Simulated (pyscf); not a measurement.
PySCF, gas phase, ωB97X-D3(BJ)/def2-SVP geometries.

Q: Estimate by transition-state theory the rate constant of `[CH3][GaH2]` + `[FH]` → `[CH3][GaH][F]` + `[H][H]` (singlet surface; Ga–H, F–H broken, F–Ga, H–H formed) at 1200 K, with ωB97M-D3(BJ)/def2-TZVP energies (ideal gas, 1 atm, RRHO with modes under 100 cm⁻¹ raised to 100, one conformer, R ln 2 for chiral ones without a mode under 150 cm⁻¹; no tunnelling).

A: The electronic barrier is 1.9 kcal/mol and the thermal terms add +41.0, so ΔG‡ = 43.0 kcal/mol. With k_BT/h = 2.50e+13 s⁻¹ and RT = 2.385 kcal/mol, and a volume of 1.64e-19 cm³ per molecule at 1 atm, k = 6.1e-14 cm³ molecule⁻¹ s⁻¹. Wigner's tunnelling factor for 1011i cm⁻¹ would be 1.06. A shift of 1 kcal/mol in the barrier changes k by a factor 1.5. On the reactant side the descent ends in an adduct with a F–Ga contact, 7.1 kcal/mol under the separated species and 8.0 kcal/mol under the saddle at ωB97X-D3(BJ)/def2-TZVP. What is counted as formed (F–Ga) is already present as a longer contact in the reactant adduct; forming that adduct is a step of its own. At the saddle there is also a short Ga–H contact that neither side keeps. One saddle was located; it need not be the lowest between these sides. Elements up to Kr have no core potential and no relativistic terms here.
